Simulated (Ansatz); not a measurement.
# C₃H₄F₂O: a ladder of functionals and wavefunction methods

One table from this session's results is given with a row withheld; the runs are named, their logs left out.

Program: Ansatz 0.2.0, Gaussian basis. Level of theory: functionals in def2-TZVPP, the program's frozen cores in correlated methods. These are calculated values, not measurements.

Plan: PBE-D4, r2SCAN-D4, PBE0-D4, B3LYP-D4, ωB97X-V, ωB97M-V, B2PLYP; CCSD(T)/def2-TZVPP; MP2/def2-QZVPP; extrapolation to the limit.

### Structure used throughout

An earlier PBE0-D4 in a triple-zeta def2 set relaxation fixed the geometry.

SMILES `C=C(O)C(F)F`, 10 atoms, charge 0, spin multiplicity 1.

Atoms are counted from 1 here; the program's logs count them from 0.

Bond lengths: C1–C2 1.326 Å, C1–H7 1.082 Å, C1–H8 1.081 Å, C2–O3 1.350 Å, C2–C4 1.495 Å, O3–H9 0.963 Å, C4–F5 1.359 Å, C4–F6 1.366 Å, C4–H10 1.091 Å. Angles: C2–C1–H7 121.3°, C2–C1–H8 120.0°, H7–C1–H8 118.8°, C1–C2–O3 122.9°, C1–C2–C4 121.3°, O3–C2–C4 115.8°, C2–O3–H9 109.6°, C2–C4–F5 110.7°, C2–C4–F6 109.4°, C2–C4–H10 112.8°, F5–C4–F6 105.9°, F5–C4–H10 108.9°, F6–C4–H10 108.8°.

The first run:

Input file in.yaml:

```yaml
crystal:
  periodic: [false, false, false]
  atoms:
    - {symbol: C, position_ang: [-1.011603, -0.991441, 0.551976]}
    - {symbol: C, position_ang: [-0.077846, -0.388465, -0.170964]}
    - {symbol: O, position_ang: [0.488274, -0.955284, -1.257118]}
    - {symbol: C, position_ang: [0.440861, 0.963417, 0.201671]}
    - {symbol: F, position_ang: [1.732617, 0.884586, 0.615784]}
    - {symbol: F, position_ang: [0.450797, 1.767069, -0.902820]}
    - {symbol: H, position_ang: [-1.373608, -1.976942, 0.291674]}
    - {symbol: H, position_ang: [-1.415070, -0.503451, 1.427720]}
    - {symbol: H, position_ang: [1.001003, -0.295501, -1.736195]}
    - {symbol: H, position_ang: [-0.152225, 1.444812, 0.981273]}
basis:
  gaussian: {orbitals: def2-TZVPP}
hamiltonian: {xc: pbe, dispersion: d4}
output: {forces: true, orbitals: {seedname: orbitals}}
```

Launch:

```console
$ ansatz run in.yaml --threads 4 --pin off --events-out ev --progress --plain --max-ram 10444MiB
```

Steps of the session up to this table: PBE-D4 (GGA); r2SCAN-D4 (meta-GGA); PBE0-D4 (hybrid); B3LYP-D4 (hybrid); ωB97X-V (range-separated); ωB97M-V (range-separated); B2PLYP (double hybrid); CCSD(T) in def2-TZVPP; MP2 in def2-QZVPP.

One table of the session follows, with a row left open; its other results are not shown here.

```
            method  atomisation energy (kcal/mol)
            PBE-D4                              ?
         r2SCAN-D4                          992.7
           PBE0-D4                          993.9
          B3LYP-D4                          984.6
           ωB97X-V                          987.9
           ωB97M-V                          990.4
            B2PLYP                          976.8
     HF/def2-TZVPP                          689.2
    MP2/def2-TZVPP                          990.4
   CCSD/def2-TZVPP                          940.3
CCSD(T)/def2-TZVPP                          959.5
           MP2/CBS                         1017.1
       CCSD(T)/CBS                          986.1
```

Estimate the missing values for PBE-D4.

As computed: atomisation energy (kcal/mol): 1026.0. In the column «atomisation energy (kcal/mol)» it is the highest.

Limits of these values: Free atoms (3 C, 1 O, 2 F, 4 H) were run apart at each level; the atomisation energy is their sum less the molecule, without zero-point or spin-orbit terms.
